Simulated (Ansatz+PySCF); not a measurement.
Two shapes of doublet CH₃.

Shape 1:

```xyz
4

C     0.0000    0.0000    0.0000
H     0.0000    0.0000    1.0255
H     0.0000    0.8881   -0.5128
H     0.0000   -0.8881   -0.5128
```

Shape 2:

```xyz
4

C     0.0000    0.0000    0.0000
H     0.0000    0.0000    1.0956
H     0.0000    0.9488   -0.5478
H     0.0000   -0.9488   -0.5478
```

Basis set: cc-pVTZ (spherical functions). Correlated methods keep 1 orbital frozen. Correlation on ROHF uses semicanonical orbitals with singles. Charge 0, multiplicity 2.

Computed with Ansatz (development build ahead of 0.2.0); each method stands on the lowest determinant of its kind that the runs found.

(1) Which shape is lower in energy, and by how much in each method?

Answers

(1)

| method | E(2) − E(1) (eV) |
| --- | --- |
| ROHF | -0.087 |
| UHF | -0.097 |
| ROHF-MP2 | -0.124 |
| UHF-MP2 | -0.123 |
| ROHF-CCSD(T) | -0.156 |

Shape 2 is lower.
